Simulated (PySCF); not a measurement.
O2S.

```xyz
3

O      0.0000    -1.2387    -0.3658
S      0.0000     0.0000     0.3658
O      0.0000     1.2387    -0.3658
```
Charge 0, spin multiplicity 1.

Geometry optimised at B3LYP-D3(BJ)/def2-TZVP.

The numbers are results of PBE/pcSseg-2 (PySCF), not measurements. Non-relativistic, no solvent.

Give the absolute GIAO shielding of each atom: isotropic value and principal components (ppm). (An estimate is asked for; the answer gives what the named calculation found.)


| atom | σ(iso) | σ11 | σ22 | σ33 | span |
|---|---|---|---|---|---|
| O1 | -307.4 | -840.1 | -151.2 | 69.1 | 909.2 |
| S2 | -253.1 | -487.4 | -224.6 | -47.3 | 440.1 |
| O3 | -307.4 | -840.1 | -151.2 | 69.1 | 909.2 |
